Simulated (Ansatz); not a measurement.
Born–Oppenheimer molecular dynamics of CH8Si2 (11 atoms, charge 0, multiplicity 1). It starts from a relaxed structure.

The calculation used RHF/def2-SVP in Ansatz.

```json
{"ensemble": "NVT, Nosé–Hoover chain", "time step": "0.5 fs", "steps asked": "150", "set temperature": "1000 K", "thermostat": "time constant 100 fs, chain length 3 (defaults)", "seed": "185093"}
```

First frame:

```xyz
11
Properties=species:S:1:pos:R:3
Si 0.098 0.089 -0.043
Si -0.036 -0.068 2.320
H -1.439 -0.310 2.744
H 0.807 -1.183 2.820
H 0.429 1.195 2.952
H 1.523 0.261 -0.432
C -0.932 1.534 -0.702
H -1.983 1.424 -0.424
H -0.572 2.483 -0.299
H -0.874 1.585 -1.792
H -0.379 -1.189 -0.634
```

Problem. How far do the bonds stretch over the last three quarters of this one trajectory? (Pairs bonded in most of those frames.)

Solution. 
| bond | mean (Å) | spread (Å) | shortest | longest |
| --- | --- | --- | --- | --- |
| Si1–Si2 | 2.368 | 0.064 | 2.27 | 2.46 |
| Si1–H6 | 1.505 | 0.051 | 1.42 | 1.59 |
| Si1–C7 | 1.900 | 0.044 | 1.83 | 1.96 |
| Si1–H11 | 1.494 | 0.032 | 1.44 | 1.55 |
| Si2–H3 | 1.489 | 0.021 | 1.46 | 1.52 |
| Si2–H4 | 1.487 | 0.013 | 1.47 | 1.51 |
| Si2–H5 | 1.490 | 0.013 | 1.46 | 1.51 |
| C7–H8 | 1.096 | 0.009 | 1.08 | 1.11 |
| C7–H9 | 1.095 | 0.008 | 1.08 | 1.11 |
| C7–H10 | 1.099 | 0.032 | 1.05 | 1.15 |

Mean temperature of the second half: 526 K. The conserved energy stayed within 0.26 meV per atom of its start (net change 0.2 meV per atom), so the integration is sound. The mean temperature of the second half is 47 % below the set value. A run of 0.075 ps of so small a system gives no equilibrium averages.

The run took 3.4 min on 1 thread of Arm Neoverse V1 (shared host), peak memory 0.15 GiB.
